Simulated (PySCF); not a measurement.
Silicon difluoride, SiF2 (singlet state).
Atom-mapped SMILES: `[F:1][Si:2][F:3]`

Geometry (PBE0-D3(BJ)/def2-SVP, Å), atoms numbered from 1 in this order:
```
atom  x, y, z in Å
F1    -1.2389   -0.3544   -0.0039
Si2    0.0051    0.6942   -0.0241
F3     1.2568   -0.3449    0.0030
```

Method: PySCF, PBE0-D3(BJ)/def2-SVP geometry optimisation, gas phase.

Take the most abundant isotopes and a rigid rotor. 

(1) Give the principal moments of inertia and the rotational constants in cm⁻¹.

(2) Classify the top.

(3) Which lines would a microwave search look for?

(4) Estimate the classical rotational partition function at 10 K, 25 K and 200 K.

Results:

(1) Ia = 17.57, Ib = 59.16, Ic = 76.73 u·Å²; 505379 MHz·u·Å²/I gives 28767, 8542 and 6586 MHz, that is A = 0.95957, B = 0.28493, C = 0.21970 cm⁻¹.

(2) An asymmetric top. Ray's parameter κ = (2B − A − C)/(A − C) = -0.824; −1 is the prolate and +1 the oblate limit.

(3) The dipole components are |μa| = 0.00 D, |μb| = 1.18 D, |μc| = 0.00 D; the symmetry axis of this C2v structure is b, so μa and μc vanish by symmetry and there are no a-type or c-type lines. Some lines, for components of 0.1 D or more:

```tsv
type	branch	J(Ka,Kc)	MHz	lower level (cm⁻¹)
b	R	2(0,2) ← 1(1,1)	9897	1.179
b	R	3(0,3) ← 2(1,2)	26445	2.123
b	R	1(1,1) ← 0(0,0)	35353	0.000
b	Q	3(2,2) ← 3(1,3)	69557	3.537
b	R	4(1,4) ← 3(0,3)	72274	3.005
b	Q	4(2,3) ← 4(1,4)	73617	5.416
b	Q	4(3,1) ← 4(2,2)	104511	7.938
b	R	3(2,2) ← 2(1,1)	106060	2.319
b	Q	3(3,1) ← 3(2,2)	106096	5.857
b	R	4(2,2) ← 3(1,3)	131950	3.537
b	Q	4(4,1) ← 4(3,2)	148190	11.423
b	R	3(3,1) ← 2(2,0)	151346	4.347
b	R	3(3,0) ← 2(2,1)	151487	4.343
```

(4) Point group C2v, symmetry number σ = 2; q = (√π/σ)·√((kT/h)³/(ABC)), k/h = 20836.6 MHz/K: 66.3 at 10 K, 262 at 25 K, 5930 at 200 K.

PBE0-D3(BJ)/def2-SVP frequencies: not computed here. Zero-point vibration and centrifugal distortion are left out.
